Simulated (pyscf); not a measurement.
## Four-centre exchange: `[Cl][Sn][Cl]` [singlet] + `[ClH]` → `[ClH]` + `[Cl][Sn][Cl]` [singlet]

Gas phase, singlet surface, charge 0. Bonds broken: Cl1–Sn2, Cl4–H5. Bonds formed: Cl1–H5, Sn2–Cl4. Structures and frequencies: ωB97X-D3(BJ)/def2-SVP in PySCF. MP2 and CC: frozen core, UHF for open shells. ΔMP2 is the change of the MP2 total energy from the triple- to the quadruple-zeta basis.

Transition state (Å):

```xyz
5

Cl     0.3677    -0.0293     0.5319
Sn    -1.2040    -1.8799     1.5386
Cl    -0.0792    -3.6767     0.4856
Cl    -2.2419    -0.9477    -0.6888
H     -0.8797    -0.2621    -0.3714
```

One imaginary mode, 569i cm⁻¹; descent along it reached the two sides named, in the forms told below.

```
bond     change  reactant side (Å)  saddle  product side
-------  ------  -----------------  ------  ------------
Cl1–Sn2  breaks              2.428     2.6           3.0
Cl4–H5   breaks              1.300   1.558         2.369
Cl1–H5    forms              2.366   1.558         1.300
Sn2–Cl4   forms                3.0     2.6         2.426
```

Electronic energies relative to the separated reactants (eV):

```json
[
 {"level": "ωB97X-D3(BJ)/def2-TZVP", "barrier": "-0.11", "reaction energy": "0.00", "reverse barrier": "-0.11"},
 {"level": "PBE/def2-TZVP", "barrier": "-0.23", "reaction energy": "0.00", "reverse barrier": "-0.23"},
 {"level": "r²SCAN/def2-TZVP", "barrier": "-0.23", "reaction energy": "0.00", "reverse barrier": "-0.23"},
 {"level": "B3LYP-D3(BJ)/def2-TZVP", "barrier": "-0.12", "reaction energy": "0.00", "reverse barrier": "-0.12"},
 {"level": "PBE0-D3(BJ)/def2-TZVP", "barrier": "-0.20", "reaction energy": "0.00", "reverse barrier": "-0.20"},
 {"level": "M06-2X/def2-TZVP", "barrier": "-0.06", "reaction energy": "0.00", "reverse barrier": "-0.06"},
 {"level": "ωB97M-D3(BJ)/def2-TZVP", "barrier": "0.01", "reaction energy": "0.00", "reverse barrier": "0.01"},
 {"level": "HF/def2-TZVP", "barrier": "0.67", "reaction energy": "0.00", "reverse barrier": "0.67"},
 {"level": "MP2/def2-QZVPP", "barrier": "-0.14", "reaction energy": "0.00", "reverse barrier": "-0.14"},
 {"level": "CCSD/def2-TZVPP", "barrier": "0.20", "reaction energy": "0.00", "reverse barrier": "0.20"},
 {"level": "CCSD(T)/def2-TZVPP", "barrier": "0.09", "reaction energy": "0.00", "reverse barrier": "0.09"},
 {"level": "CCSD(T)/def2-TZVPP + ΔMP2(QZVPP)", "barrier": "0.01", "reaction energy": "0.00", "reverse barrier": "0.01"}
]
```

With CCSD(T)/def2-TZVPP + ΔMP2(QZVPP) energies and thermal terms (ideal gas, 1 atm, RRHO with modes under 100 cm⁻¹ raised to 100, one conformer, R ln 2 for chiral ones without a mode under 150 cm⁻¹), in eV:

```
T (K)    ΔH‡   ΔG‡    ΔH    ΔG
-----  -----  ----  ----  ----
298    -0.06  0.37  0.00  0.00
600    -0.06  0.82  0.00  0.00
900    -0.03  1.25  0.00  0.00
1200   -0.01  1.67  0.00  0.00
```

On the reactant side the descent ends in a bound adduct, 0.36 eV under the separated species and 0.26 eV under the saddle at ωB97X-D3(BJ)/def2-TZVP. On the product side the descent ends in a bound adduct, 0.36 eV under the separated species and 0.26 eV under the saddle at ωB97X-D3(BJ)/def2-TZVP. At ωB97X-D3(BJ)/def2-TZVP, PBE, r²SCAN, B3LYP-D3(BJ), PBE0-D3(BJ), M06-2X, MP2 the saddle lies under the separated reactants, which points to a path from their complex (located at ωB97X-D3(BJ) alone). At ωB97X-D3(BJ)/def2-TZVP, PBE, r²SCAN, B3LYP-D3(BJ), PBE0-D3(BJ), M06-2X, MP2 the saddle lies under the separated products, which points to a path from their complex (located at ωB97X-D3(BJ) alone). This is the saddle that the search found; another between the same sides may lie lower. The CCSD(T) − MP2 part came from Ansatz, without density fitting, on the same reference. The frozen core leaves the outer d or s,p core shells of the metals and heavy elements correlated in the MP2 and CC values, and def2-TZVPP describes them poorly, which can shift differences by a few kcal/mol. Elements past Kr carry the def2 core potentials, without spin-orbit coupling.
